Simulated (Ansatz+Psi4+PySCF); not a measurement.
The numbers below are computed, except where a source is named.
A run of Psi4 1.11 on doublet CHO2 at this shape:

| atom | x (Å) | y (Å) | z (Å) |
| --- | --- | --- | --- |
| C | 0.0000 | 0.0000 | 0.0000 |
| O | -0.4840 | -0.1044 | -1.1477 |
| O | -0.4953 | 0.9082 | 0.7016 |
| H | 0.8020 | -0.6583 | 0.3653 |

Its results:

```json
{
  "Converged": "yes",
  "Total energy": "-188.09521 hartree",
  "Spin squared of the determinant": "0.750"
}
```

Problem. Which input gives this output? Name the method, the orbitals and the basis set, and write the input.

Solution. ROHF in cc-pVTZ.

```
molecule {
0 2
C 0.000000 0.000000 0.000000
O -0.484000 -0.104400 -1.147700
O -0.495300 0.908200 0.701600
H 0.802000 -0.658300 0.365300
}

set basis cc-pVTZ
set reference rohf
set scf_type pk
energy('scf')
```

This is not the lowest solution: another run reaches a determinant 2.32 eV lower. Caution: an unrestricted determinant lies well below.
